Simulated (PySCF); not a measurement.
**SNH: from HF to coupled cluster and rigid scans**

Aim: at the PBE0 minimum of singlet SNH, found before, compare methods on energies and levels. Rigid scans about the minimum follow.

Method: several methods, basis S def2-TZVP, N def2-TZVP, H def2-TZVP, no relativity, density fitting; program: PySCF 2.14.0.

### 1 The starting structure

3 atoms, charge 0, spin multiplicity 1.

Bond lengths: S1–N2 1.488 Å, S1–H3 1.417 Å. Angles: N2–S1–H3 109.8°.

Coordinates in bohr (charge 0 multiplicity 1):
```
S     0.6300    0.0000   -0.5251
N    -1.6435    0.0000    1.1291
H     2.8450    0.0000    0.9801
```

### 2 PBE0

One driver script runs all steps and calls PySCF; scf.py shows the equivalent input of each level. Each SCF starts from the density of the minimum. The driver also runs the species with one electron less or more at the same geometry (one less: multiplicity 2, one more: multiplicity 2); their logs are not shown.

File scf.py:

```python
from pyscf import gto, scf, dft
mol = gto.M(atom='''
S      0.333385     0.000000    -0.277864
N     -0.869728     0.000000     0.597513
H      1.505498     0.000000     0.518664''',
    basis={'S': 'def2-TZVP', 'N': 'def2-TZVP', 'H': 'def2-TZVP'},
    charge=0, spin=0)
mf = dft.RKS(mol, xc='PBE0')
mf.grids.atom_grid = (99, 590)
aux = {'S': 'def2-universal-JKFIT', 'N': 'def2-universal-JKFIT', 'H': 'def2-universal-JKFIT'}
mf = mf.density_fit(auxbasis=aux)
mf.kernel()
```

### 3 HF

scf.py: that of step 2 with these lines changed.

```diff
@@ -8,2 +8 @@
-mf = dft.RKS(mol, xc='PBE0')
-mf.grids.atom_grid = (99, 590)
+mf = scf.RHF(mol)
```

### 4 MP2

scf.py: that of step 3 with these lines changed.

```diff
@@ -11,0 +12,2 @@
+from pyscf.mp import dfmp2
+dfmp2.DFMP2(mf, frozen=6).kernel()  # the driver gives MP2 a fitting basis of its own (RI)
```

### 5 PBE

scf.py: that of step 4 with these lines changed.

```diff
@@ -8 +8,2 @@
-mf = scf.RHF(mol)
+mf = dft.RKS(mol, xc='PBE')
+mf.grids.atom_grid = (99, 590)
@@ -12,2 +12,0 @@
-from pyscf.mp import dfmp2
-dfmp2.DFMP2(mf, frozen=6).kernel()  # the driver gives MP2 a fitting basis of its own (RI)
```

### 6 CCSD(T)

scf.py: that of step 5 with these lines changed.

```diff
@@ -8,2 +8 @@
-mf = dft.RKS(mol, xc='PBE')
-mf.grids.atom_grid = (99, 590)
+mf = scf.RHF(mol)
@@ -12,0 +12,3 @@
+from pyscf import cc
+mycc = cc.CCSD(mf, frozen=6).run()
+mycc.ccsd_t()
```

### 7 r2SCAN

scf.py: that of step 6 with these lines changed.

```diff
@@ -8 +8,2 @@
-mf = scf.RHF(mol)
+mf = dft.RKS(mol, xc='R2SCAN')
+mf.grids.atom_grid = (99, 590)
@@ -12,3 +12,0 @@
-from pyscf import cc
-mycc = cc.CCSD(mf, frozen=6).run()
-mycc.ccsd_t()
```

### 8 B3LYP

scf.py: that of step 7 with these lines changed.

```diff
@@ -8 +8 @@
-mf = dft.RKS(mol, xc='R2SCAN')
+mf = dft.RKS(mol, xc='B3LYP')
```

### 9 TPSSh

scf.py: that of step 8 with these lines changed.

```diff
@@ -8 +8 @@
-mf = dft.RKS(mol, xc='B3LYP')
+mf = dft.RKS(mol, xc='TPSSH')
```

### 10 wB97X

scf.py: that of step 9 with these lines changed.

```diff
@@ -8 +8 @@
-mf = dft.RKS(mol, xc='TPSSH')
+mf = dft.RKS(mol, xc='WB97X')
```

### 11 TPSS

scf.py: that of step 10 with these lines changed.

```diff
@@ -8 +8 @@
-mf = dft.RKS(mol, xc='WB97X')
+mf = dft.RKS(mol, xc='TPSS')
```

### 13 Breathing scan

A rigid scan with PBE0: all bonds to the central atom are scaled together. Each point starts from its neighbour's orbitals, and energies count from the minimum.

### 14 Stretching one bond

A rigid scan with PBE0: the bond from S to the last atom (H) is scaled and the rest held.

### 15 Bending curve

A rigid scan with PBE0: the N–S–H angle changes, with bonds held.

### 16 Bend–stretch map

A rigid scan with PBE0: rows scale both bonds, columns set the N–S–H angle.

### 17 Map over both bonds

A rigid scan with PBE0: rows scale the first bond (S–N), columns the second (S–H).

(Steps that only read results are left out.)

Q: Predict the outcome of this session. Wanted: atomisation energy, CCSD(T) in this basis; vertical ionisation energy, CCSD(T); vertical electron affinity, CCSD(T); orbital gap, range; T1, D1; T1, D1 of the cation; T1, D1 of the anion; all bonds 4 % longer; one bond 20 % longer.

The runs gave:

```
                                 quantity                        value
atomisation energy, CCSD(T) in this basis                   609 kJ/mol
      vertical ionisation energy, CCSD(T)                      9.50 eV
      vertical electron affinity, CCSD(T)                      0.37 eV
                       orbital gap, range  1.19 (PBE) to 11.82 (HF) eV
                                   T1, D1                 0.032, 0.086
                     T1, D1 of the cation                 0.073, 0.223
                      T1, D1 of the anion                 0.028, 0.107
                     all bonds 4 % longer                  11.6 kJ/mol
                     one bond 20 % longer                  39.0 kJ/mol
```

The functionals' atomisation energies stand +45 kJ/mol (wB97X) to +116 kJ/mol (PBE) from CCSD(T); much of that can be the slow basis convergence of CCSD(T), which binds tens of kJ/mol more at its limit, so it ranks no functional. HF lacks the correlation that pairing electrons in bonds brings, so it binds too weakly, by 387 kJ/mol even against this CCSD(T). For the vertical ionisation energy, TPSSh comes nearest to CCSD(T) (+0.00 eV) and HF is farthest (-1.29 eV). TPSSh costs 10 s against 58 s for CCSD(T), a factor of about 6, and lands within 0.00 eV. For the vertical electron affinity, HF comes nearest to CCSD(T) (-0.05 eV) and r2SCAN is farthest (+0.47 eV). PBE's −ε(HOMO), 5.6 eV, falls 3.9 eV short of the ionisation energy, while its energy difference gives 9.5 eV. T1 of the cation is large, so the CCSD(T) value that rests on it is in doubt and small misses rank nothing. T1 is large, so single-reference CCSD(T) is itself in doubt here. Spin contamination is strong in at least one of the open-shell species at HF, MP2, CCSD(T). Without diffuse functions electron affinities tend to come out too low. Shortening all bonds by 4 % costs 14.5 kJ/mol and lengthening them 11.6: the wall is steeper on the short side.
